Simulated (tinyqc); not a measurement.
Stretching all distances: RHF, UHF, MP2, CISD and CCSD against full CI in the sto-6g basis, for CH3+, spin multiplicity 1. Computed by the program tinyqc with PySCF. 

Geometry (angstrom):
```
atom        x        y       z
C      0.0000   0.0000  0.1040
H      1.0080   0.0000  0.0000
H     -0.5040   0.8730  0.0000
H     -0.5040  -0.8730  0.0000
```

All coordinates are multiplied by the scale. c0^2 is the weight of the RHF determinant in the lowest singlet FCI state (UHF is spin-contaminated and may lie near states of higher spin) and n(LUMO) the first natural occupation beyond the occupied space.

Full CI energy (hartree) and errors against it (kcal/mol):
```
scale  distance 1-2 (angstrom)     E(FCI)      RHF     UHF     MP2    CISD   CCSD  <S^2> UHF   c0^2  n(LUMO)
0.880                    0.892  -39.01516   26.885  26.885   7.347   0.468  0.149      0.000  0.980    0.012
1.090                    1.105  -39.21239   38.231  38.231  11.407   1.076  0.281      0.000  0.965    0.020
1.290                    1.307  -39.17484   53.589  53.589  17.158   2.461  0.610      0.000  0.938    0.039
1.500                    1.520  -39.06136   75.265  75.265  25.587   5.630  1.499      0.000  0.890    0.079
1.700                    1.723  -38.94493  101.921  91.084  36.221  11.560  3.558      0.881  0.814    0.152
1.910                    1.936  -38.84323  136.706  73.423  49.951  22.503  8.304      1.605  0.696    0.295
```

UHF parts from RHF first at scale 1.7 of those listed, where <S^2> leaves zero. The weight c0^2 goes from 0.98 to 0.70 and n(LUMO) from 0.01 to 0.30: static correlation grows as the bonds break into open-shell fragments. The spread of the error along the curve, which distorts its shape, is CCSD 8.2, CISD 22.0, MP2 42.6, UHF 64.2, RHF 109.8 kcal/mol. The table stops here: at scale 2.11 and beyond, the reference weight falls under 0.45 or RHF, UHF or CCSD hop between solutions, so those rows were left out and the spreads given cover only the rows shown. As computed, partly on other solutions, the errors there reach in size RHF 219, UHF 53, MP2 75, CISD 59, CCSD 28 kcal/mol.
